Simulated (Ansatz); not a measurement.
Ni (fcc, Cu type): values from a third-order Birch-Murnaghan fit to a volume scan beside measured ones. Computed values: PBEsol (plane waves to 420 eV, PAW, scalar-relativistic; Ansatz, a program for electronic structure). Ni was relaxed with its symmetry unable to fall. Relaxed Ni ends ferromagnetic. The PAW data are Ansatz's earlier set. The magnetic order is the one the run started from; other orders were not tried.

```json
[
 {"quantity": "Lattice constant a (Å)", "reference": "3.508", "kind": "measured, corrected to the static lattice", "PBEsol": "3.463", "difference": "-1.3 %"},
 {"quantity": "Bulk modulus B₀ (GPa)", "reference": "192.5", "kind": "measured, corrected to the static lattice", "PBEsol": "230", "difference": "+19.3 %"}
]
```

PBEsol underestimates the lattice constant a by 1.3 %. PBEsol overestimates the bulk modulus B₀ by 19.3 %.

References as given in: Daniel Mejia-Rodriguez, S. B. Trickey, Physical Review B (2018), arXiv:1807.09216.

(A scan under strain: stresses follow from slopes of the energy per volume, elastic moduli from its curvatures.)
